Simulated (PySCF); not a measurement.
disilane cation (H₆Si₂), SMILES [SiH3][SiH3] (connectivity only; charge and spin as stated), charge +1, multiplicity 2.

Geometry: PBE0-D3(BJ)/def2-TZVP. The multiplicity is an assumed one; other spin states were not compared.

All values below come from TDA-PBE0/def2-SVPD (PySCF 2.14.0).

Vertical excitations; the highest root listed may be one member of a degenerate set. Isolated molecule, no solvent.

Computed UV-visible absorptions:
| state | energy (eV) | λ (nm) | f | main pairs |
|---|---|---|---|---|
| root 1 | 3.40 | 365 | 0.000 | β HOMO→LUMO (degenerate set) |
| root 2 | 3.40 | 365 | 0.000 | β HOMO−1→LUMO (degenerate set) |
| root 3 | 3.91 | 317 | 0.006 | β HOMO−2→LUMO (degenerate set) |
| root 4 | 3.91 | 317 | 0.006 | β HOMO−3→LUMO (degenerate set) |
| root 5 | 6.23 | 199 | 0.317 | α HOMO→LUMO 91 %, β HOMO−4→LUMO 6 % |
| root 6 | 6.94 | 179 | 0.000 | α HOMO→LUMO+1 93 % |
| root 7 | 7.58 | 164 | 0.003 | α HOMO−1→LUMO, α HOMO→LUMO+2 (degenerate set) |
| root 8 | 7.58 | 164 | 0.003 | α HOMO−2→LUMO, α HOMO→LUMO+3 (degenerate set) |
| root 9 | 7.80 | 159 | 0.011 | α HOMO→LUMO+2, α HOMO−1→LUMO, β HOMO→LUMO+1 (degenerate set) |
| root 10 | 7.80 | 159 | 0.011 | α HOMO→LUMO+3, α HOMO−2→LUMO, β HOMO−1→LUMO+1 (degenerate set) |
Unrestricted roots are not spin-pure.
